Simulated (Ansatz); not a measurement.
Ansatz (an electronic-structure program) input (CCSD(T)/cc-pCVTZ): A basis named .json is the Basis Set Exchange file of that set (core-valence sets with the plain set on hydrogen).

Ansatz 0.2 input:
```yaml
crystal:
  periodic: [false, false, false]
  atoms:
    - {symbol: O, position_ang: [-1.05613991, -0.38056162, -0.01204272]}
    - {symbol: C, position_ang: [0.01219483, 0.60892406, -0.01345114]}
    - {symbol: O, position_ang: [1.11918472, 0.07877032, 0.02005673]}
    - {symbol: H, position_ang: [-0.57752748, -1.23921390, 0.01659471]}
basis:
  gaussian:
    orbitals: cc-pCVTZ.json
total_charge: -1
magnetization: {spin_polarized: false}
correlation: {method: ccsd_t, electrons: outside_noble_gas}
```

Output:

```
Functional definition: HF
integrals: 0.30 GiB planned
890 factors; integrals over basis functions are off by at most 8.1e-4 eV
mean field: 0.34 GiB planned
mean field evaluation 1: about -5119.8204 eV, gradient 2.5e1 eV
mean field evaluation 2: about -5119.8305 eV, gradient 2.5e1 eV
mean field evaluation 4: about -5121.1991 eV, gradient 3.9e0 eV
mean field evaluation 8: about -5121.2431 eV, gradient 1.9e-1 eV
mean field evaluation 16: about -5120.9485 eV, gradient 1.2e1 eV
mean field -5121.24334328 eV, -188.2022215622 hartree, gradient 2.3e-6 eV, S^2 0.000000; 0 other end points of the search recorded, 0 dependent functions left out
3 core orbitals not correlated
reference -5121.24334328 eV, -188.2022215622 hartree; 9, 9 occupied and 131, 131 virtual orbitals, 890 factors
second order -17.55790588 eV of doubles, -0.00000000 eV of singles
coupled cluster: 0.66 GiB planned
cycle   1  -17.00053161 eV  change    5.6e-1 eV  update   1.1e-1
cycle   2  -17.49425728 eV  change   -4.9e-1 eV  update   3.6e-2
cycle   3  -17.61948822 eV  change   -1.3e-1 eV  update   2.0e-2
cycle   4  -17.59480083 eV  change    2.5e-2 eV  update   5.9e-3
cycle   5  -17.59266402 eV  change    2.1e-3 eV  update   3.0e-3
cycle   6  -17.59395482 eV  change   -1.3e-3 eV  update   9.8e-4
cycle   7  -17.59325658 eV  change    7.0e-4 eV  update   4.9e-4
cycle   8  -17.59312593 eV  change    1.3e-4 eV  update   1.5e-4
cycle   9  -17.59324491 eV  change   -1.2e-4 eV  update   5.9e-5
cycle  10  -17.59322296 eV  change    2.2e-5 eV  update   1.8e-5
perturbative correction -0.78950311 eV, -0.0290137042 hartree
Total energy: -5139.62606935 eV, -188.8777742850 hartree
```
